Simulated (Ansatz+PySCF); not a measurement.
Values are calculated unless marked as measured or tabulated.
A run of PySCF 2.14.0 on singlet NH₃ at this shape:

```yaml
atoms:
  - { symbol: N, position_ang: [0.0000, 0.0000, 0.2432] }
  - { symbol: H, position_ang: [1.8717, 0.0000, -0.5674] }
  - { symbol: H, position_ang: [-0.9358, 1.6209, -0.5674] }
  - { symbol: H, position_ang: [-0.9358, -1.6209, -0.5674] }
```

Its results:

* Converged: yes
* Reference energy: -55.60891 hartree
* CCSD correlation energy: -0.38845 hartree
* Triples correction: -0.04357 hartree
* Total energy: -56.04092 hartree

Question: Which input gives this output? Name the method, the orbitals and the basis set, and write the input.

Answer: RHF-CCSD(T) in cc-pVDZ. An unrestricted run that stays on the closed shell gives the same numbers.

```python
from pyscf import gto, scf, cc

mol = gto.M(atom="""
N 0.000000 0.000000 0.243170
H 1.871700 0.000000 -0.567390
H -0.935850 1.620940 -0.567390
H -0.935850 -1.620940 -0.567390
""", basis='cc-pvdz', charge=0, spin=0)
mf = scf.RHF(mol)
mf.kernel()
mycc = cc.CCSD(mf, frozen=1).run()
et = mycc.ccsd_t()
print(mf.e_tot, mycc.e_corr, et, mycc.e_tot + et)
```

Caution: large amplitudes, a single reference is doubtful; an unrestricted determinant lies well below.
